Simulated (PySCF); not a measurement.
# Basis-set dependence of SiO⁺ at CCSD(T)

PySCF, UHF reference; doublet, unpaired electrons σ ↑; De to Si⁺ + O without counterpoise correction. Frozen cores follow the default of each basis and core potential.

```
      basis     relativity  functions  Re (Å)  ωe (cm⁻¹)  De (eV)  frozen orbitals
6-311G(d,p)  no relativity         44   1.537       1135     4.09                6
    pcseg-2  no relativity         64   1.528       1150     4.61                6
def2-TZVPPD  no relativity         88   1.532       1132     4.56                6
```

**Question.** How does each smaller set differ from the one with most functions, def2-TZVPPD?

**Answer.** 6-311G(d,p): +0.5 pm, +0.3 % in ωe, -0.47 eV in De; pcseg-2: -0.4 pm, +1.6 % in ωe, +0.05 eV in De. All at CCSD(T); the set with most functions is neither the basis-set limit nor always the best.

Correlated steps freeze 6 core orbitals. For an ion De counts to the pair picked by the measured ionisation energies or electron affinities, which need not be the lowest pair at this level. The CCSD T1 diagnostic is raised in SiO⁺, a sign that a single reference may not be enough there. The state is the lowest determinant that a PBE0 search found; another state may lie lower at other levels.
